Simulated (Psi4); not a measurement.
# C2H2FS− (SMILES F/C=C/[S-]): a chain of runs

We compute a geometry optimisation (PBE/aug-cc-pVDZ), then the harmonic vibrations of C2H2FS−. 

The results are computed with Psi4 1.11.

**1. Starting point**

The species is C2H2FS− (6 atoms), meant as a singlet with charge -1. As SMILES, `F/C=C/[S-]`. The shape is that of a GFN2-xTB (4 decimals) optimisation. The run starts from this shape.

Bond lengths: F1–C2 1.393 Å, C2–C3 1.333 Å, C3–S4 1.702 Å, C2–H5 1.077 Å, C3–H6 1.089 Å. Angles: F1–C2–C3 121.6°, C2–C3–S4 124.4°, F1–C2–H5 111.6°, C3–C2–H5 126.8°, C2–C3–H6 118.7°, S4–C3–H6 116.9°.

**2. A structure relaxation at PBE/aug-cc-pVDZ (density fitting) (run 1)**

c2h2fs.sdf

```

     RDKit          3D

  6  5  0  0  0  0  0  0  0  0999 V2000
    1.3966    0.8367   -0.8992 F   0  0  0  0  0  0  0  0  0  0  0  0
    0.5754   -0.1421   -0.3442 C   0  0  0  0  0  0  0  0  0  0  0  0
   -0.5375    0.1739    0.3187 C   0  0  0  0  0  0  0  0  0  0  0  0
   -1.5915   -0.9611    1.0239 S   0  0  0  0  0  0  0  0  0  0  0  0
    0.9601   -1.1319   -0.5234 H   0  0  0  0  0  0  0  0  0  0  0  0
   -0.8031    1.2245    0.4242 H   0  0  0  0  0  0  0  0  0  0  0  0
  2  1  1  0
  3  2  2  0
  4  3  1  0
  5  2  1  0
  6  3  1  0
M  CHG  1   4  -1
M  END
$$$$
```

run_ase.py

```python
import numpy as np
from ase.calculators.psi4 import Psi4
from ase.io import read
from ase.optimize import LBFGS

atoms = read('c2h2fs.sdf')
calc = Psi4(atoms=atoms, method='pbe', basis='aug-cc-pVDZ', memory='1600MB', num_threads=1, charge=-1, multiplicity=1, label='psi4-calc')
atoms.calc = calc

opt = LBFGS(atoms)
done = opt.run(fmax=0.02, steps=40)
print('converged:', done)
for s, p in zip(atoms.symbols, atoms.positions):
    print(f'{s:2s} {p[0]:12.6f} {p[1]:12.6f} {p[2]:12.6f}')
```

Started as:

```bash
python run_ase.py
```

psi4-calc.dat:

```text
[...]
  Running in c1 symmetry.
[...]
  Nuclear repulsion =  131.044875038568136
[...]
  Multiplicity = 1
[...]
  Nalpha       = 20
  Nbeta        = 20
[...]
    Number of basis functions: 114
[...]
   @DF-RKS iter   1:  -574.62115228591745   -7.23944e-02   8.06131e-03 ADIIS/DIIS
[...]
   @DF-RKS iter  14:  -575.13315954359723   -2.27374e-13   1.00586e-09 DIIS
[...]
    Orbital Energies [Eh]
    ---------------------
    Doubly Occupied:
       1A    -87.823218     2A    -24.117364     3A     -9.780005
       4A     -9.743087     5A     -7.432171     6A     -5.456683
       7A     -5.448575     8A     -5.446906     9A     -0.929775
      10A     -0.524996    11A     -0.410925    12A     -0.331018
      13A     -0.279225    14A     -0.221035    15A     -0.214136
      16A     -0.151905    17A     -0.123087    18A     -0.079760
      19A      0.014960    20A      0.024577
[...]
  @DF-RKS Final Energy:  -575.13315954359723
   => Energetics <=
    Nuclear Repulsion Energy =            131.0448750385681365
    One-Electron Energy =               -1061.6655912680857909
    Two-Electron Energy =                 402.9660138893830208
    DFT Exchange-Correlation Energy =     -47.4784572034625683
    Empirical Dispersion Energy =           0.0000000000000000
    VV10 Nonlocal Energy =                  0.0000000000000000
    Total Energy =                       -575.1331595435972304
[...]
 Multipole Moments:
 ------------------------------------------------------------------------------------
     Multipole            Electronic (a.u.)      Nuclear  (a.u.)        Total (a.u.)
 ------------------------------------------------------------------------------------
 L = 1.  Multiply by 2.5417464519 to convert [e a0] to [Debye]
 Dipole X            :          2.0095910           -0.8230712            1.1865198
 Dipole Y            :          1.2893331           -0.5819835            0.7073496
 Dipole Z            :         -1.2976969            0.5342752           -0.7634217
 Magnitude           :                                                    1.5782856
[...]
  -Total Gradient:
     Atom            X                  Y                   Z
    ------   -----------------  -----------------  -----------------
       1        0.000112395733     0.000011936202    -0.000074016778
       2       -0.000320387331    -0.000034919232     0.000216526130
       3        0.000035274089     0.000077560770    -0.000017222248
       4        0.000062731725     0.000053464293    -0.000044830695
       5        0.000245649211    -0.000180005622    -0.000150912243
       6       -0.000230302436     0.000100846820     0.000127445686
[...]
```

The script printed:

```text
Step     Time          Energy          fmax
LBFGS:    0 hh:mm:ss   -15650.077864        1.659837
LBFGS:    1 hh:mm:ss   -15650.132212        0.894800
LBFGS:    2 hh:mm:ss   -15650.161358        0.316171
LBFGS:    3 hh:mm:ss   -15650.162866        0.246936
LBFGS:    4 hh:mm:ss   -15650.163901        0.119597
LBFGS:    5 hh:mm:ss   -15650.166015        0.151245
LBFGS:    6 hh:mm:ss   -15650.166767        0.149793
LBFGS:    7 hh:mm:ss   -15650.167618        0.105315
LBFGS:    8 hh:mm:ss   -15650.168465        0.125090
LBFGS:    9 hh:mm:ss   -15650.169543        0.117326
LBFGS:   10 hh:mm:ss   -15650.170161        0.072243
LBFGS:   11 hh:mm:ss   -15650.170350        0.029908
LBFGS:   12 hh:mm:ss   -15650.170395        0.021239
LBFGS:   13 hh:mm:ss   -15650.170420        0.019965
converged: True
F      1.400405     0.871849    -0.902912
C      0.585829    -0.150753    -0.349265
C     -0.548303     0.153382     0.326515
S     -1.667367    -0.971070     1.071260
H      1.007533    -1.142986    -0.552826
H     -0.774733     1.236262     0.405337
```

It took 3.2 min on 1 thread of Intel Xeon Platinum 8375C at 2.90GHz (Ice Lake), shared host; peak memory 0.99 GiB.

Steps, from the record of the run:

```
step  energy from the first frame kept (eV)  largest force (eV/Å)
   0                                 0.0000                1.6598
   1                                -0.0543                0.8948
   2                                -0.0835                0.3162
   3                                -0.0850                0.2469
   4                                -0.0860                0.1196
   5                                -0.0882                0.1512
   6                                -0.0889                0.1498
   7                                -0.0898                0.1053
   8                                -0.0906                0.1251
   9                                -0.0917                0.1173
  10                                -0.0923                0.0722
  11                                -0.0925                0.0299
  12                                -0.0925                0.0212
  13                                -0.0926                0.0200
```

After the run. Bond lengths: F1–C2 1.420 Å, C2–C3 1.355 Å, C3–S4 1.753 Å, C2–H5 1.097 Å, C3–H6 1.109 Å. Angles: F1–C2–C3 120.9°, C2–C3–S4 127.0°, F1–C2–H5 111.0°, C3–C2–H5 128.1°, C2–C3–H6 115.2°, S4–C3–H6 117.8°.

**3. The harmonic vibrations at PBE/aug-cc-pVDZ (density fitting) (run 2)**

run.py

```python
import numpy as np
from ase.calculators.psi4 import Psi4
from ase import Atoms
from ase.vibrations import Vibrations

a = Atoms(['F', 'C', 'C', 'S', 'H', 'H'], positions=[
    [1.430039, 0.871853, -0.921461],
    [0.615463, -0.150749, -0.367814],
    [-0.518669, 0.153387, 0.307966],
    [-1.637733, -0.971065, 1.052711],
    [1.037167, -1.142982, -0.571375],
    [-0.745098, 1.236267, 0.386788],
])
calc = Psi4(atoms=a, method='pbe', basis='aug-cc-pVDZ', memory='1600MB', num_threads=1, charge=-1, multiplicity=1, label='c2h2fs')
a.calc = calc

vib = Vibrations(a, delta=0.01)
vib.run()
vib.summary()
```

Started as:

```bash
python run.py
```

c2h2fs.dat:

```text
[...]
  Running in c1 symmetry.
[...]
  Nuclear repulsion =  131.040108038604558
[...]
  Multiplicity = 1
[...]
  Nalpha       = 20
  Nbeta        = 20
[...]
    Number of basis functions: 114
[...]
   @DF-RKS iter   1:  -574.62130580039411   -7.27350e-02   8.05960e-03 ADIIS/DIIS
[...]
   @DF-RKS iter  14:  -575.13315187113642   -1.25056e-12   9.99793e-10 DIIS
[...]
    Orbital Energies [Eh]
    ---------------------
    Doubly Occupied:
       1A    -87.823161     2A    -24.117348     3A     -9.780060
       4A     -9.743185     5A     -7.432124     6A     -5.456632
       7A     -5.448532     8A     -5.446858     9A     -0.929756
      10A     -0.524966    11A     -0.410962    12A     -0.330851
      13A     -0.279237    14A     -0.221242    15A     -0.214121
      16A     -0.151954    17A     -0.122925    18A     -0.079774
      19A      0.015014    20A      0.024580
[...]
  @DF-RKS Final Energy:  -575.13315187113642
   => Energetics <=
    Nuclear Repulsion Energy =            131.0401080386045578
    One-Electron Energy =               -1061.6567134890317448
    Two-Electron Energy =                 402.9616279989994041
    DFT Exchange-Correlation Energy =     -47.4781744197085942
    Empirical Dispersion Energy =           0.0000000000000000
    VV10 Nonlocal Energy =                  0.0000000000000000
    Total Energy =                       -575.1331518711364197
[...]
 Multipole Moments:
 ------------------------------------------------------------------------------------
     Multipole            Electronic (a.u.)      Nuclear  (a.u.)        Total (a.u.)
 ------------------------------------------------------------------------------------
 L = 1.  Multiply by 2.5417464519 to convert [e a0] to [Debye]
 Dipole X            :          2.0106418           -0.8230706            1.1875712
 Dipole Y            :          1.2902247           -0.5819831            0.7082415
 Dipole Z            :         -1.3042817            0.5435251           -0.7607567
 Magnitude           :                                                    1.5781895
[...]
  -Total Gradient:
     Atom            X                  Y                   Z
    ------   -----------------  -----------------  -----------------
       1        0.000046266870     0.000010252558    -0.000130510421
       2       -0.000211089843    -0.000302572972     0.000316953629
       3        0.000185894737    -0.000305914885    -0.000738161501
       4        0.000112389133     0.000258656670     0.000007527148
       5        0.000346344539    -0.000180812298    -0.000079678636
       6       -0.000573226541     0.000549371890     0.000682884385
[...]
```

On the terminal:

```text
---------------------
  #    meV     cm^-1
---------------------
  0    0.8i      6.5i
  1    0.3i      2.2i
  2    0.2i      1.8i
  3    0.0i      0.3i
  4    0.6       5.1
  5    4.0      32.0
  6   27.9     225.3
  7   31.1     250.5
  8   51.9     418.6
  9   77.4     624.6
 10  105.4     850.1
 11  105.4     850.2
 12  114.5     923.2
 13  142.9    1152.8
 14  152.1    1226.7
 15  190.2    1534.4
 16  369.8    2982.7
 17  389.3    3140.1
---------------------
Zero-point energy: 0.881 eV
```

It took 7.9 min on 1 thread of Intel Xeon Platinum 8375C at 2.90GHz (Ice Lake), shared host; peak memory 1.4 GiB.

**4. Outcome**

| quantity | value |
| --- | --- |
| run 1, PBE/aug-cc-pVDZ: total energy at the end | -575.13316 Eh |
| run 1, PBE/aug-cc-pVDZ: HOMO energy | 0.67 eV |
| run 1, PBE/aug-cc-pVDZ: LUMO energy | 3.02 eV |
| run 1, PBE/aug-cc-pVDZ: HOMO–LUMO gap (to an unbound level, set by the basis) | 2.35 eV |

The optimisation (run 1, PBE/aug-cc-pVDZ) took 13 steps and changed the energy by -0.093 eV. The HOMO (run 1, PBE/aug-cc-pVDZ) lies at positive energy, 0.67 eV, as semi-local functionals often give for anions; only total energies tell whether the electron is bound. The HOMO (run 2, PBE/aug-cc-pVDZ) lies at positive energy, 0.67 eV, as semi-local functionals often give for anions; only total energies tell whether the electron is bound.
